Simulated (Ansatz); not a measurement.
Reaction: BHF2 (SMILES FBF) → BF2 (SMILES F[B]F, doublet) + H (doublet) (the B-H bond breaks)
Each species at its own B3LYP-D3(BJ)/def2-TZVP minimum (Ansatz, a first-principles code).

Wanted: bond dissociation energy (electronic), in kcal/mol. Open shells are spin-unrestricted; no spin-orbit coupling. CBS(X,Y): correlation extrapolated as X^-3, Hartree-Fock from the larger set (Q,5: extrapolated as (X+1)exp(-9√X)). A bracket is a step between two methods taken in the basis named. Functionals run without relativity, which enters their misses. Double hybrids freeze cores in their MP2 part. '+ core + X2C': CCSD(T) terms for core correlation (cc-pwCVTZ) and scalar relativity (cc-pVTZ-DK). Where a partner has so few electrons that a lower coupled-cluster level is exact, that level stands in.

CCSD(T)/CBS(cc-pVQZ,cc-pV5Z) + [CCSDT(Q) - CCSD(T)]/cc-pVDZ + core + X2C (Ansatz) gives 114.2 kcal/mol.

### Question
How far off this value is PBE/def2-TZVPD (Ansatz), in which direction, and which of these levels come nearer: r2SCAN/def2-TZVPD, B3LYP/def2-TZVPD, PBE0/def2-TZVPD, B2PLYP/def2-TZVPD, CCSD(T)/CBS(cc-pVQZ,cc-pV5Z) + core + X2C?

### Answer
PBE gives 107.7 kcal/mol, 6.5 kcal/mol below it. Differences of the others: r2SCAN/def2-TZVPD (Ansatz) -6.1; B3LYP/def2-TZVPD (Ansatz) -2.0; PBE0/def2-TZVPD (Ansatz) -5.3; B2PLYP/def2-TZVPD (Ansatz) -2.4; CCSD(T)/CBS(cc-pVQZ,cc-pV5Z) + core + X2C (Ansatz) 0.1 kcal/mol. Nearer than PBE: r2SCAN/def2-TZVPD, B3LYP/def2-TZVPD, PBE0/def2-TZVPD, B2PLYP/def2-TZVPD, CCSD(T)/CBS(cc-pVQZ,cc-pV5Z) + core + X2C.
